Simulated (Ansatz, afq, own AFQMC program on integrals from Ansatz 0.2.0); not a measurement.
# BH$_{4}$, doublet in cc-pVTZ, levels against CCSDT(Q)

```xyz
5

H    -2.2364    0.0000    0.0000
H    -1.1304    0.0000    0.0000
B     0.1846    0.0000    0.0000
H     0.6936    0.0000    1.0770
H     0.6936    0.0000   -1.0770
```

Basis cc-pVTZ. Noble-gas cores (and the filled d shells of Ga–Kr and In–Xe) are frozen. Integrals, coupled cluster, full CI and functionals: Ansatz 0.2.0; the random walks run on the same integrals in our own AFQMC program. The CISD trial takes its coefficients from CCSD amplitudes. Released means that phaseless walkers are propagated on without the constraint, phases kept. ± is one standard error of the sampling.

Determinant: UHF, the one that the program's search chose, which needn't be the lowest solution. The geometry is a point of a scan.

No full CI on the walks' own integrals is used here; CCSDT(Q) serves as the reference and is uncertain by about the last step of the cluster series.

Cautions: the released energies move by 1.5 errors or more from one time to the next, so no released level is given (meV from the phaseless value at times in 1/Eh: -2.1 ± 1.7 at 0.24, -1.1 ± 1.1 at 0.51, -1.6 ± 1.3 at 0.99, -1.0 ± 1.2 at 1.62, -6.0 ± 1.8 at 2.40), though the last usable value meets CCSDT(Q) within the noise.

- T1 diagnostic: 0.0125
- weight of the determinant in the CISD state: 0.930
- ⟨S²⟩ of the determinant: 0.769
- size of the correlated space: 7 electrons in 85 orbitals

```
  level  correlation energy (eV)
    MP2                  -3.3101
   CCSD                  -4.0010
CCSD(T)                  -4.0872
```

(1) Estimate where phaseless AFQMC with a CISD trial lies against CCSD(T) on the same integrals.

(1) 1.4 ± 0.2 kJ/mol below CCSD(T).

Reference: CCSDT(Q), correlation energy -4.105 eV.

```
        level  E − E(reference) (kJ/mol)  share of correlation (%)
      CCSD(T)                        1.7                     99.57
        CCSDT                        0.2                     99.95
ph-AFQMC/CISD                  0.3 ± 0.2                     99.92
```

A walk keeps the symmetry of its determinant, which the program's search chose and which needn't be the lowest solution, so a lower state of the same spin and another symmetry isn't excluded.
